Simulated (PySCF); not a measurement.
Gas-phase reaction: 2 HF = F2 + 2 H

Computed with PySCF and rigid-rotor harmonic-oscillator thermochemistry at 1 bar. The comparison is the NASA 1993 polynomial table, which mixes measured and estimated data. † marks an energy on the PBE0/def2-TZVP geometry and frequencies; other levels use their own. MP2 and CCSD(T) freeze the core. 6-31G* has spherical d functions here. Open shells (unrestricted): H (multiplicity 2); the rest are closed-shell singlets. B3LYP is the form with VWN-RPA correlation. MP2 isn't extrapolated to the basis-set limit. CCSD(T) isn't extrapolated to the basis-set limit.

```csv
level,"ΔH°(298 K), kJ"
table,981.1
B3LYP/6-31G*,856.4
CCSD(T)/def2-SVP†,?
HF/def2-TZVP†,901.7
MP2/def2-TZVPP†,983.3
PBE/def2-TZVP†,?
PBE0/def2-SVP†,?
```

**Question.** What belongs in the gaps?

**Answer.** 
- CCSD(T)/def2-SVP†, ΔH°(298 K), kJ: 920.4
- PBE/def2-TZVP†, ΔH°(298 K), kJ: 908.5
- PBE0/def2-SVP†, ΔH°(298 K), kJ: 906.9
